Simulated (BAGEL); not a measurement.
# B3LYP/6-31G(d) (density fitting with qzvpp-jkfit, spherical functions) run of C2H4F2O (SMILES FCOCF)

Aim: the energy change on altering one bond length of C2H4F2O at B3LYP/6-31G* (density fitting with qzvpp-jkfit, spherical functions), from 2 runs. 

Program for the calculation: BAGEL 1.2.2.

3 further runs of the same task are left out: 3 that didn't finish.

## (1) The molecule

The species is C2H4F2O (9 atoms), meant as a singlet with charge 0. SMILES: `FCOCF`. The coordinates come from a PBE0-D4/def2-TZVP relaxation. This is one conformer, not always the lowest.

Bond lengths: F1–C2 1.375 Å, C2–O3 1.381 Å, O3–C4 1.381 Å, C4–F5 1.375 Å, C2–H6 1.094 Å, C2–H7 1.090 Å, C4–H8 1.094 Å, C4–H9 1.090 Å. Some angles: F1–C2–O3 110.4°, C2–O3–C4 114.8°, O3–C4–F5 110.4°, F1–C2–H6 107.3°, F1–C2–H7 108.3°, O3–C2–H6 111.9°, O3–C2–H7 107.0°, O3–C4–H8 111.9°, O3–C4–H9 107.0°, F5–C4–H8 107.3°.

## (2) The energy at B3LYP/6-31G(d) (density fitting with qzvpp-jkfit, spherical functions)

Contents of input.json:

```json
{ "bagel": [

{
  "title": "molecule",
  "basis": "6-31gs.json",
  "df_basis": "qzvpp-jkfit",
  "angstrom": "true",
  "geometry": [
    { "atom": "F", "xyz": [      -1.734200,       0.805200,      -0.245200 ] },
    { "atom": "C", "xyz": [      -0.460700,       0.758500,      -0.762300 ] },
    { "atom": "O", "xyz": [       0.071100,      -0.508000,      -0.618700 ] },
    { "atom": "C", "xyz": [       0.447400,      -0.834700,       0.669300 ] },
    { "atom": "F", "xyz": [       1.603900,      -0.174500,       1.013000 ] },
    { "atom": "H", "xyz": [       0.132500,       1.512200,      -0.235900 ] },
    { "atom": "H", "xyz": [      -0.517700,       0.959900,      -1.832000 ] },
    { "atom": "H", "xyz": [      -0.316800,      -0.555400,       1.400900 ] },
    { "atom": "H", "xyz": [       0.648400,      -1.905900,       0.679800 ] }
  ]
},

{
  "title": "ks",
  "xc_func": "b3lyp"
},

{
  "title": "print",
  "file": "orbitals.molden",
  "orbitals": "true"
}

]}
```

The basis set 6-31G* is read from a file made from the Basis Set Exchange's data (not shown).

Command:

```sh
BAGEL_NUM_THREADS=1 BAGEL input.json > input.out
```

Log:

```text
* using 1 threads per process

  ===============================================================
  ===============================================================

  *** Geometry ***

  { "atom" : "F", "xyz" : [     -3.277163,      1.521607,     -0.463361 ] },
  { "atom" : "C", "xyz" : [     -0.870597,      1.433357,     -1.440538 ] },
  { "atom" : "O", "xyz" : [      0.134360,     -0.959981,     -1.169174 ] },
  { "atom" : "C", "xyz" : [      0.845463,     -1.577354,      1.264794 ] },
  { "atom" : "F", "xyz" : [      3.030932,     -0.329757,      1.914293 ] },
  { "atom" : "H", "xyz" : [      0.250389,      2.857644,     -0.445786 ] },
  { "atom" : "H", "xyz" : [     -0.978311,      1.813948,     -3.461978 ] },
  { "atom" : "H", "xyz" : [     -0.598665,     -1.049554,      2.647317 ] },
  { "atom" : "H", "xyz" : [      1.225298,     -3.601629,      1.284636 ] },

  Number of auxiliary basis functions:      453

  Since a DF basis is specified, we compute 2- and 3-index integrals:
    o Being stored without compression. Storage requirement is 0.022 GB

  Number of basis functions:       78
  Number of electrons      :       42

    * METHOD: MOLECULE                             0.21

  *** Kohn-Sham DFT ***

    * Removing 17377 points whose weight is below 1.00e-10
    * Grid points: 116777

  === Nuclear Repulsion ===
   193.1082387979

       - DIIS with orbital gradients will be used.

  === KS iteration (b3lyp / 6-31gs.json) ===
      0       -322.72417307          0.14022502           0.36
      1       -306.22713237          0.18572292           0.35
      2       -327.48841333          0.17327574           0.35
      3       -351.81524251          0.05730991           0.34
      4       -352.67718233          0.04344807           0.35
      5       -353.42176262          0.01307133           0.35
      6       -353.46365910          0.00865748           0.34
      7       -353.49479268          0.00203856           0.34
      8       -353.49618491          0.00042100           0.34
      9       -353.49624998          0.00006660           0.34
     10       -353.49625185          0.00000908           0.35
     11       -353.49625188          0.00000327           0.34
     12       -353.49625188          0.00000148           0.33
     13       -353.49625188          0.00000041           0.34
     14       -353.49625188          0.00000012           0.35
     15       -353.49625188          0.00000002           0.34
     16       -353.49625188          0.00000000           0.34
    * SCF iteration converged.

    * Permanent dipole moment:
           (   -0.001083,     0.006739,     0.008323) a.u.

    * METHOD: KS                                   6.51

    * METHOD: PRINT                                0.02

  ===============================================================
```

It took 6.9 s on 1 thread of Arm Neoverse V1, shared host; peak memory 0.43 GiB.

## (3) The distorted shape, same level

Contents of input.json:

```json
{ "bagel" : [

{
  "title" : "molecule",
  "basis" : "6-31gs.json",
  "df_basis" : "qzvpp-jkfit",
  "angstrom" : true,
  "geometry" : [
    { "atom" : "F", "xyz" : [      -1.717099,       0.744777,       0.075728 ] },
    { "atom" : "C", "xyz" : [      -0.443599,       0.698077,      -0.441372 ] },
    { "atom" : "O", "xyz" : [       0.088201,      -0.568423,      -0.297772 ] },
    { "atom" : "C", "xyz" : [       0.464501,      -0.895123,       0.990228 ] },
    { "atom" : "F", "xyz" : [       1.621001,      -0.234923,       1.333928 ] },
    { "atom" : "H", "xyz" : [       0.149601,       1.451777,       0.085028 ] },
    { "atom" : "H", "xyz" : [      -0.517700,       0.959900,      -1.832000 ] },
    { "atom" : "H", "xyz" : [      -0.299699,      -0.615823,       1.721828 ] },
    { "atom" : "H", "xyz" : [       0.665501,      -1.966323,       1.000728 ] }
  ]
},

{ "title" : "ks", "xc_func" : "b3lyp" },

{ "title" : "print", "file" : "orbitals.molden", "orbitals" : true }

]}
```

The basis set 6-31G* is read from a file made from the Basis Set Exchange's data (not shown).

Command:

```sh
BAGEL_NUM_THREADS=1 BAGEL input.json > input.out
```

Log:

```text
* using 1 threads per process

  ===============================================================
  ===============================================================

  *** Geometry ***

  { "atom" : "F", "xyz" : [     -3.244847,      1.407425,      0.143105 ] },
  { "atom" : "C", "xyz" : [     -0.838281,      1.319174,     -0.834072 ] },
  { "atom" : "O", "xyz" : [      0.166676,     -1.074164,     -0.562708 ] },
  { "atom" : "C", "xyz" : [      0.877780,     -1.691537,      1.871260 ] },
  { "atom" : "F", "xyz" : [      3.063248,     -0.443940,      2.520759 ] },
  { "atom" : "H", "xyz" : [      0.282705,      2.743461,      0.160680 ] },
  { "atom" : "H", "xyz" : [     -0.978311,      1.813948,     -3.461978 ] },
  { "atom" : "H", "xyz" : [     -0.566349,     -1.163737,      3.253783 ] },
  { "atom" : "H", "xyz" : [      1.257615,     -3.715812,      1.891102 ] },

  Number of auxiliary basis functions:      453

  Since a DF basis is specified, we compute 2- and 3-index integrals:
    o Being stored without compression. Storage requirement is 0.022 GB

  Number of basis functions:       78
  Number of electrons      :       42

    * METHOD: MOLECULE                             0.21

  *** Kohn-Sham DFT ***

    * Removing 16974 points whose weight is below 1.00e-10
    * Grid points: 117180

  === Nuclear Repulsion ===
   191.6948330999

       - DIIS with orbital gradients will be used.

  === KS iteration (b3lyp / 6-31gs.json) ===
      0       -322.80478041          0.13979115           0.37
      1       -304.33073378          0.18376949           0.35
      2       -327.43359387          0.17151516           0.35
      3       -349.02171805          0.08180392           0.35
      4       -346.03640321          0.12181795           0.35
      5       -353.15502998          0.02787523           0.36
      6       -353.35926147          0.01522678           0.35
      7       -353.44046138          0.00650287           0.36
      8       -353.45722084          0.00251326           0.36
      9       -353.45945760          0.00067544           0.36
     10       -353.45967236          0.00009907           0.36
     11       -353.45967489          0.00005984           0.36
     12       -353.45967614          0.00001691           0.35
     13       -353.45967626          0.00000337           0.34
     14       -353.45967626          0.00000104           0.35
     15       -353.45967626          0.00000041           0.35
     16       -353.45967626          0.00000016           0.35
     17       -353.45967626          0.00000005           0.35
     18       -353.45967626          0.00000001           0.36
    * SCF iteration converged.

    * Permanent dipole moment:
           (   -0.003785,     0.053169,    -0.135344) a.u.

    * METHOD: KS                                   7.37

    * METHOD: PRINT                                0.02

  ===============================================================
```

Wall time 7.8 s (1 thread of Arm Neoverse V1, shared host); peak memory 0.43 GiB.

## (4) Results

At B3LYP/6-31G* (density fitting with qzvpp-jkfit, spherical functions):

| quantity | value |
| --- | --- |
| first shape: total energy | -353.49625 Eh |
| first shape: dipole moment | 0.03 D |
| first shape: HOMO energy | -8.77 eV |
| first shape: LUMO energy | 2.49 eV |
| first shape: HOMO–LUMO gap | 11.26 eV |
| distorted shape: total energy | -353.45968 Eh |
| distorted shape: dipole moment | 0.37 D |
| distorted shape: HOMO energy | -8.61 eV |
| distorted shape: LUMO energy | 0.99 eV |
| distorted shape: HOMO–LUMO gap | 9.60 eV |
| energy change with the C2–H7 bond stretched from 1.090 to 1.417 Å | 0.995 eV |

In words: With the C2–H7 bond stretched from 1.090 to 1.417 Å the energy rises by 1.00 eV (96.0 kJ/mol). The first shape isn't relaxed at this level, so the change isn't measured from a minimum.
